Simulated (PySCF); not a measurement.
A basis-limit estimate, worked out

An elementary step of CH₄AlCl, closed shell (CH₄AlCl ([CH3][AlH][Cl]) → AlCl + CH₄; bonds formed: C2–H3; bonds broken: Al1–C2, Al1–H3). “Start” is the structure reached by relaxing down from the saddle towards the reactants; PBE0-D4/def2-TZVP structures. The saddle:

Al1  (-0.821, -1.241, 0.128)
C2  (0.234, 0.629, -0.248)
H3  (-1.115, -0.165, -0.979)
Cl4  (0.284, -1.916, 1.782)
H5  (1.240, 0.220, -0.407)
H6  (0.145, 1.095, 0.741)
H7  (0.033, 1.378, -1.015)
(Å)

Program: PySCF 2.14 with density fitting (its default auxiliary sets; JK sets also for MP2 and CCSD(T)). Basis: def2-TZVPP and def2-QZVPP. Cores are frozen in the correlated methods.

Energies in eV:

| quantity | saddle | start |
| --- | --- | --- |
| Hartree–Fock, triple zeta (X = 3) | -20179.10255 | -20183.42946 |
| Hartree–Fock, quadruple zeta (X = 4) | -20179.69674 | -20184.02489 |
| MP2 correlation, X = 3 | -12.83865 | -12.15087 |
| MP2 correlation, X = 4 | -13.85882 | -13.15754 |
| CCSD(T) correlation, X = 3 | -14.61184 | -13.81715 |

Task: Work out the barrier at the basis limit: extrapolate Hartree–Fock as E(X) = E∞ + A exp(−7.88 √X) and the MP2 correlation as E(X) = E∞ + B X^−2.97 (the exponents that Neese and Valeev fitted for def2-TZVPP and QZVPP), then add CCSD(T) − MP2 in triple zeta.

Result: Each step is linear, so take the differences first (saddle − start): Hartree–Fock 4.32691 (X = 3) and 4.32815 (X = 4); MP2 correlation -0.68778 and -0.70128; CCSD(T) correlation -0.79469.
Two points give E∞ = E(4) + w [E(4) − E(3)], with w = 1/(exp(7.88 (2 − √3)) − 1) = 0.1377 for Hartree–Fock and w = 1/((4/3)^2.97 − 1) = 0.7407 for the correlation.
Hartree–Fock: 4.32815 + 0.1377 × 0.00124 = 4.3283 eV.
MP2 correlation: -0.70128 + 0.7407 × (-0.01350) = -0.7113 eV.
CCSD(T) − MP2: -0.79469 − (-0.68778) = -0.1069 eV.
Sum: 4.3283 + (-0.7113) + (-0.1069) = 3.5101 eV, or 80.94 kcal/mol. Plain CCSD(T) in triple zeta gives 3.5322 eV, so the larger basis shifts the result by -0.0221 eV.

The T1 diagnostic stays at or below 0.016. The restricted Hartree–Fock reference is unstable towards an unrestricted one at one or more of these structures. A large double-excitation amplitude points to some diradical character; no triplet was computed.

Labels in which every atom is bracketed show which atoms are joined, not bond orders.

For scale, one of the runs: CCSD(T)/def2-TZVPP, 171 basis functions, launched by `OMP_NUM_THREADS=4 python run.py`. The run took 78 s on 4 CPU threads of an INTEL XEON PLATINUM 8581C (shared host), with 1.2 GiB of host memory at its peak.
